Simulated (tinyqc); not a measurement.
Worked calculation: RKS/BP86 in the sto-3g basis, for HF, spin multiplicity 1. One step of it, computed by the program tinyqc.

Problem. Orthogonalisation. S = U s U^T; symmetric (Loewdin) form X = U s^(-1/2) U^T, so that X^T S X = 1.

overlap S, order 1F 1s, 1F 2s, 1F 2px, 1F 2py, 1F 2pz, 2H 1s:
$$\begin{pmatrix}
1.000000 & 0.237990 & 0.000000 & 0.000000 & 0.000000 & 0.014158 \\
0.237990 & 1.000000 & 0.000000 & 0.000000 & 0.000000 & 0.178593 \\
0.000000 & 0.000000 & 1.000000 & 0.000000 & 0.000000 & 0.000000 \\
0.000000 & 0.000000 & 0.000000 & 1.000000 & 0.000000 & 0.000000 \\
0.000000 & 0.000000 & 0.000000 & 0.000000 & 1.000000 & 0.164938 \\
0.014158 & 0.178593 & 0.000000 & 0.000000 & 0.164938 & 1.000000
\end{pmatrix}$$

Give: eigenvalues of S; X.

Solution.

eigenvalues of S: [0.6902, 0.8688, 1.0000, 1.0000, 1.1170, 1.3240]

X, order 1F 1s, 1F 2s, 1F 2px, 1F 2py, 1F 2pz, 2H 1s:
$$\begin{pmatrix}
1.0224 & -0.1250 & 0.0000 & 0.0000 & -0.0015 & 0.0098 \\
-0.1250 & 1.0354 & 0.0000 & 0.0000 & 0.0119 & -0.0949 \\
0.0000 & 0.0000 & 1.0000 & 0.0000 & 0.0000 & 0.0000 \\
0.0000 & 0.0000 & 0.0000 & 1.0000 & 0.0000 & 0.0000 \\
-0.0015 & 0.0119 & 0.0000 & 0.0000 & 1.0107 & -0.0857 \\
0.0098 & -0.0949 & 0.0000 & 0.0000 & -0.0857 & 1.0234
\end{pmatrix}$$
